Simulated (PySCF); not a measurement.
Can point charges reproduce the dipole moment of `O=C=PCP`?

Coordinates (GFN2-xTB, Å) and charges (e) from the PBE0/pcSseg-1 density (PySCF):

| atom | x | y | z | Mulliken | IAO | Hirshfeld | ESP-fitted |
| --- | --- | --- | --- | --- | --- | --- | --- |
| O1 | 2.773 | 0.058 | -0.684 | -0.2270 | -0.2416 | -0.1265 | -0.2108 |
| C2 | 1.906 | -0.307 | -0.001 | +0.1109 | +0.1610 | +0.1228 | +0.3028 |
| P3 | 0.802 | -0.869 | 1.077 | +0.2029 | +0.1542 | +0.0112 | -0.2578 |
| C4 | -0.711 | -0.667 | -0.041 | -0.6869 | -0.5883 | -0.1426 | +0.0007 |
| P5 | -1.372 | 1.064 | -0.249 | +0.1228 | +0.2074 | +0.0732 | -0.3337 |
| H6 | -1.501 | -1.266 | 0.420 | +0.1928 | +0.1743 | +0.0497 | +0.1497 |
| H7 | -0.510 | -1.093 | -1.026 | +0.1923 | +0.1688 | +0.0446 | +0.0805 |
| H8 | -1.217 | 1.438 | 1.084 | +0.0470 | -0.0152 | -0.0153 | +0.1337 |
| H9 | -0.156 | 1.649 | -0.605 | +0.0452 | -0.0207 | -0.0170 | +0.1349 |

Form Σ q r in debye for every column and set it beside the full dipole.

The full density gives (-0.89, -0.43, 0.11) D, 1.00 D in size; dipole vectors point from the negative to the positive end.

```
    scheme     μx     μy     μz  size (D)  share of the full size (%)  angle to the full dipole (°)
  Mulliken  -1.86   0.25   1.34      2.31                         231                            42
       IAO  -2.07  -0.22   0.96      2.30                         230                            26
 Hirshfeld  -0.88  -0.21   0.26      0.94                          94                            16
ESP-fitted  -0.99  -0.48  -0.03      1.10                         110                             8
```

Which set comes closest?

Length of the difference vector: ESP-fitted 0.18 D, Hirshfeld 0.27 D, IAO 1.47 D, Mulliken 1.71 D. Closest: ESP-fitted. ESP charges are fitted to the potential around the molecule, whose slowest-falling term is the dipole's. The schemes that divide the density aren't constrained to reproduce the dipole.

What is left for the Hirshfeld atoms' own dipoles?

The shares of the density sum to the whole, so what Σ q r misses lies in dipoles about the nuclei. The atomic dipoles sum to (-0.89, -0.43, 0.11) − (-0.88, -0.21, 0.26) = (-0.01, -0.22, -0.15) D, 0.27 D in size.

With the origin at the mean of the coordinates, (0.002, 0.001, -0.003) Å, which are the largest single terms, by size, of the IAO dipole along the direction of the full one?

O1 +2.99, C4 -2.60, H6 +1.62, C2 -1.21, P5 +0.74 D; all 9 atoms together +2.06 D. The single terms depend on the origin, their sum doesn't.

Give the size of the full dipole in other units.

1.00 D = 0.393 au = 0.208 e·Å = 3.33 × 10⁻³⁰ C·m.

Isolated species at its GFN2-xTB geometry (one conformer only).

Conformer computed: `[O:1]=[C:2]=[P:3][CH2:4][PH2:5]`: C2–P3–C4–P5 -77°, H–P5–C4–P3 -41°, H–P5–C4–P3 52°.
